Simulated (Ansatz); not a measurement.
System: anatase TiO2 (metastable phase). Method: r²SCAN-D4 in Ansatz (plane waves, PAW).

Settings: plane-wave cutoff 560 eV, 12×12×12 k mesh, Fermi–Dirac smearing 0.01 eV, no spin polarisation, scalar-relativistic PAW data made under PBE.

Energies at three volumes about the minimum:

```json
[
 {"V (Å³/atom)": "11.096", "E − E_lowest (meV/atom)": "2.76"},
 {"V (Å³/atom)": "11.322", "E − E_lowest (meV/atom)": "0.00"},
 {"V (Å³/atom)": "11.549", "E − E_lowest (meV/atom)": "2.63"}
]
```

Q: Fit a parabola by hand: where is the minimum, and what is the bulk modulus?

A: Slopes: (0.00 − 2.76)/(11.322 − 11.096) = -12.212 and (2.63 − 0.00)/(11.549 − 11.322) = 11.586 meV/Å³. Curvature E″ = 2 × (11.586 − (-12.212))/(11.549 − 11.096) = 105.068 meV/Å⁶. From the middle of the first interval, the slope vanishes at V0 = 11.2090 − (-12.212)/105.068 = 11.325 Å³/atom. B = V0 E″ = 11.325 × 105.068 meV/Å³ × 0.1602 GPa per meV/Å³ = 191 GPa. The full Birch–Murnaghan fit to all volumes gives V0 = 11.322 Å³/atom and B0 = 191 GPa.

Shape and atoms are relaxed at each volume.

Ansatz is a first-principles code.
